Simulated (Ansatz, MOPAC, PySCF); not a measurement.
Species: C₂H₃O, net charge 0, doublet state. SMILES: [CH]1CO1
Geometry: optimised at B3LYP-D3(BJ)/def2-TZVP (Ansatz, a quantum-chemistry and plane-wave program).

Unscaled harmonic wavenumbers (cm⁻¹) in rising order, each level at the stationary point that it reaches from this structure (no distance between atoms moves by over 0.3 Å); the order of modes can differ between levels, and a negative number is imaginary. B3LYP-D3(BJ)/def2-TZVP (PySCF, at the structure above): 777, 800, 941, 1043, 1075, 1130, 1185, 1353, 1524, 3097, 3135, 3187.

PM3 (MOPAC): 537, 850, 866, 944, 987, 1096, 1201, 1325, 1643, 3038, 3052, 3206. Zero-point energy 26.8 against 27.5 kcal/mol; where all levels lie over 400 cm⁻¹, the wavenumbers are on average 0.958 times those of B3LYP-D3(BJ)/def2-TZVP.

B3LYP/6-31G* (Ansatz): 794, 818, 950, 1050, 1086, 1133, 1195, 1367, 1552, 3114, 3143, 3203. Zero-point energy 27.7 against 27.5 kcal/mol; where all levels lie over 400 cm⁻¹, the wavenumbers are on average 1.010 times those of B3LYP-D3(BJ)/def2-TZVP.
